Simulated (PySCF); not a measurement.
Method: PBE-D3(BJ)/def2-TZVP // PBE0-D3(BJ)/def2-TZVP run with PySCF. Isolated molecules, 0 K electronic values unless said otherwise. 

Reference species (SMILES): `ClC(Cl)(Cl)Cl` (neutral, multiplicity 1).

```
Property       Result
-------------  ------
dipole moment  0.00 D
```

Changed species: `ClC` (whole molecule; the reference has whole molecule).

Problem. Give the shifts of the dipole moment.

Solution. the dipole moment rises by 1.84 D, to 1.84 D.
